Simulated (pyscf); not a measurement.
# Addition: HC≡C–CH₃ + •HC=CH₂ -> H₂C=CH–CH=C•–CH₃

Gas phase, doublet surface, charge 0. Bonds broken: none. Bonds formed: C3–C8. Optimised with ωB97X-D3(BJ)/def2-SVP in PySCF.

Transition state (Å):

```xyz
12

C      1.5515    -1.1478     0.4546
C      0.2803    -0.7003     1.0235
C     -0.7925    -0.2221     1.3599
H      1.5577    -2.2395     0.3108
H      2.3922    -0.8848     1.1153
H      1.7205    -0.6707    -0.5252
H     -1.6985    -0.0131     1.9049
C     -1.3208     1.4041    -0.2337
C     -0.3598     2.2725    -0.4777
H     -2.3179     1.2665    -0.6640
H     -0.4725     3.0724    -1.2257
H      0.5942     2.2344     0.0644
```

One imaginary mode, 408i cm⁻¹; descent along it reached the two sides named, in the forms told below.

```tsv
bond	change	reactant side (Å)	saddle	product side
C3–C8	forms	4.7	2.337	1.484
```

Electronic energies relative to the separated reactants (kcal/mol):

| level | barrier | reaction energy | reverse barrier |
|---|---|---|---|
| ωB97X-D3(BJ)/def2-TZVP | 3.2 | -46.4 | 49.6 |
| PBE/def2-TZVP | 1.2 | -46.9 | 48.0 |
| r²SCAN/def2-TZVP | 2.0 | -47.8 | 49.8 |
| B3LYP-D3(BJ)/def2-TZVP | 2.1 | -45.0 | 47.1 |
| PBE0-D3(BJ)/def2-TZVP | 1.9 | -50.0 | 51.9 |
| M06-2X/def2-TZVP | 4.5 | -43.1 | 47.6 |
| ωB97M-D3(BJ)/def2-TZVP | 4.0 | -43.3 | 47.3 |
| HF/def2-TZVP | 12.1 | -40.7 | 52.8 |

With ωB97M-D3(BJ)/def2-TZVP energies and thermal terms (ideal gas, 1 atm, RRHO with modes under 100 cm⁻¹ raised to 100, one conformer, R ln 2 for chiral ones without a mode under 150 cm⁻¹), in kcal/mol:

| T (K) | ΔH‡ | ΔG‡ | ΔH | ΔG |
|---|---|---|---|---|
| 298 | 4.6 | 13.7 | -39.6 | -28.8 |
| 600 | 5.1 | 22.8 | -39.6 | -17.7 |
| 900 | 5.7 | 31.5 | -39.0 | -6.9 |
| 1200 | 6.3 | 40.0 | -38.1 | +3.7 |

On the product side the descent ends in a point that may be a rotor saddle (no frequency run), 1.9 kcal/mol over the lowest minimum found and 47.7 kcal/mol under the saddle at ωB97X-D3(BJ)/def2-TZVP. H₂C=CH–CH=C•–CH₃ lies 18.7 kcal/mol over its isomer •H₂C–C(=CH₂)–CH=CH₂ (electronic energy, ωB97M-D3(BJ)/def2-TZVP). This is the saddle that the search found; another between the same sides may lie lower.
